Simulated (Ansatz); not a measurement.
The input, for Ansatz 0.2.0:

```yaml
crystal:
  periodic: [false, false, false]
  atoms:
    - {symbol: Si, position_ang: [0.000000, 0.000000, 0.373060]}
    - {symbol: Mg, position_ang: [0.000000, 0.000000, -2.450748]}
    - {symbol: H, position_ang: [0.000000, 0.000000, 2.077688]}
basis:
  gaussian: {orbitals: 6-31G}
magnetization: {spin_polarized: false, initial_magnetization: 3}
correlation: {method: fic_mrcisd_q, electrons: outside_noble_gas, active_space: {window: {electrons: 5, orbitals: 5}}}
```

```sh
$ ansatz run in.yaml --threads 1 --pin off --events-out ev --progress --plain --max-ram 2393MiB
```

Task: Roughly how long does this take on 1 thread of Arm Neoverse V1, shared host, and how much host memory?

Result: 1.1 s wall and 0.08 GiB.

```
304 factors; integrals over basis functions are off by at most 2.2e-4 eV
mean field evaluation 1: about -13305.3452 eV, gradient 5.2e0 eV
mean field evaluation 2: about -13305.3525 eV, gradient 5.2e0 eV
mean field evaluation 4: about -13305.9587 eV, gradient 1.5e0 eV
mean field evaluation 8: about -13306.0328 eV, gradient 2.4e-2 eV
mean field -13306.03284074 eV, -488.9876877442 hartree, gradient 1.5e-6 eV, S^2 3.750000; 0 other end points of the search recorded, 0 dependent functions left out
reference -13306.03284074 eV, -488.9876877442 hartree; 15, 12 occupied and 13, 16 virtual orbitals, 304 factors
state -13306.63863471 eV, -489.0099502618 hartree
contracted CI cycle   1: correlation 0.00000000 eV, 0.0000000000 hartree, residual 5.33e0 eV
contracted CI cycle   2: correlation -1.01173202 eV, -0.0371804658 hartree, residual 1.42e0 eV
contracted CI cycle   3: correlation -1.10911718 eV, -0.0407593047 hartree, residual 6.44e-1 eV
contracted CI cycle   4: correlation -1.12631972 eV, -0.0413914862 hartree, residual 2.67e-1 eV
contracted CI cycle   5: correlation -1.12864464 eV, -0.0414769256 hartree, residual 1.08e-1 eV
contracted CI cycle   6: correlation -1.12898182 eV, -0.0414893167 hartree, residual 4.56e-2 eV
contracted CI cycle   7: correlation -1.12904590 eV, -0.0414916716 hartree, residual 1.79e-2 eV
contracted CI cycle   8: correlation -1.12905746 eV, -0.0414920963 hartree, residual 6.94e-3 eV
contracted CI cycle   9: correlation -1.12905916 eV, -0.0414921589 hartree, residual 2.91e-3 eV
contracted CI cycle  10: correlation -1.12905942 eV, -0.0414921685 hartree, residual 1.34e-3 eV
contracted CI cycle  11: correlation -1.12905948 eV, -0.0414921706 hartree, residual 5.82e-4 eV
state -13306.63863471 eV, -489.0099502618 hartree; corrected -13307.84356513 eV, -489.0542306383 hartree
state -13306.29685941 eV, -488.9973902514 hartree
contracted CI cycle   1: correlation 0.00000000 eV, 0.0000000000 hartree, residual 6.48e0 eV
contracted CI cycle   2: correlation -1.34238070 eV, -0.0493315809 hartree, residual 1.57e0 eV
contracted CI cycle   3: correlation -1.45283194 eV, -0.0533905890 hartree, residual 5.07e-1 eV
contracted CI cycle   4: correlation -1.46233847 eV, -0.0537399477 hartree, residual 1.39e-1 eV
contracted CI cycle   5: correlation -1.46306291 eV, -0.0537665701 hartree, residual 4.27e-2 eV
contracted CI cycle   6: correlation -1.46313612 eV, -0.0537692607 hartree, residual 1.57e-2 eV
contracted CI cycle   7: correlation -1.46314749 eV, -0.0537696783 hartree, residual 5.87e-3 eV
contracted CI cycle   8: correlation -1.46314892 eV, -0.0537697310 hartree, residual 2.26e-3 eV
contracted CI cycle   9: correlation -1.46314912 eV, -0.0537697382 hartree, residual 7.37e-4 eV
contracted CI cycle  10: correlation -1.46314913 eV, -0.0537697389 hartree, residual 2.41e-4 eV
state -13306.29685941 eV, -488.9973902514 hartree; corrected -13307.87091151 eV, -489.0552355992 hartree
state -13306.29685941 eV, -488.9973902514 hartree; corrected -13307.87091151 eV, -489.0552355992 hartree
the orbitals are reached from a further start. From the first start the search ends at -13306.63862866 eV, -489.0099500396 hartree
WARN: the results are in doubt because another end's mean lies 0.342 eV lower, and its corrected mean 0.027 eV higher
Total energy: -13307.87091151 eV, -489.0552355992 hartree
In doubt: another end's mean lies 0.342 eV lower, and its corrected mean 0.027 eV higher
```

Natural occupations: 1.9685 1.0008 1.0000 1.0000 0.0307.
